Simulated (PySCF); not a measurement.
First SCF of a structure search on quartet C₃⁺, at a hand-made linear chain geometry. PySCF input:

```python
from pyscf import gto, scf, dft
mol = gto.M(atom='''
C      0.000000     0.000000     0.000000
C      0.000000     0.000000     1.425000
C      0.000000     0.000000    -1.425000''',
    basis={'C': 'def2-TZVP'},
    charge=1, spin=3)
mf = dft.UKS(mol, xc='PBE0')
mf.grids.atom_grid = (50, 194)
aux = {'C': 'def2-universal-JKFIT'}
mf = mf.density_fit(auxbasis=aux)
mf.conv_tol = 1e-08
mf.diis_space = 10
mf.max_cycle = 60
mf.init_guess = 'minao'
mf.verbose = 4
mf.kernel()
```

Excerpt of the output (cycles alone):

```
init E= -113.855945372701
cycle= 1 E= -113.307675494654  delta_E= 0.548  |g|= 0.29  |ddm|= 1.14
cycle= 2 E= -113.368579820837  delta_E= -0.0609  |g|= 0.158  |ddm|= 0.556
cycle= 3 E= -113.380779768524  delta_E= -0.0122  |g|= 0.0779  |ddm|= 0.188
cycle= 4 E= -113.384889340863  delta_E= -0.00411  |g|= 0.0282  |ddm|= 0.0727
cycle= 5 E= -113.387290033847  delta_E= -0.0024  |g|= 0.013  |ddm|= 0.0682
cycle= 6 E= -113.38899606126  delta_E= -0.00171  |g|= 0.0112  |ddm|= 0.0622
cycle= 7 E= -113.391329744306  delta_E= -0.00233  |g|= 0.00688  |ddm|= 0.113
cycle= 8 E= -113.392202206188  delta_E= -0.000872  |g|= 0.00237  |ddm|= 0.0933
cycle= 9 E= -113.392236720887  delta_E= -3.45e-05  |g|= 0.0011  |ddm|= 0.0119
cycle= 10 E= -113.392250294856  delta_E= -1.36e-05  |g|= 0.00103  |ddm|= 0.0183
cycle= 11 E= -113.392251588857  delta_E= -1.29e-06  |g|= 0.000492  |ddm|= 0.00579
cycle= 12 E= -113.392252054677  delta_E= -4.66e-07  |g|= 5.29e-05  |ddm|= 0.00214
cycle= 13 E= -113.392252058028  delta_E= -3.35e-09  |g|= 1.4e-05  |ddm|= 0.00017
Extra cycle  E= -113.392252056016  delta_E= 2.01e-09  |g|= 5.69e-05  |ddm|= 5.74e-05
converged SCF energy = -113.392252056016  <S^2> = 3.7599422  2S+1 = 4.004968
```

This is not the lowest solution: all starts ended here, but a stability analysis within the same unrestricted form found one 5.9 kJ/mol lower, at -113.39448 Eh.

The search for the lowest solution, 3 starts and the stability check together, took 6.2 s on 4 threads of a shared Arm Neoverse V2 host, with 93 basis functions; the process peaked at 0.39 GiB.
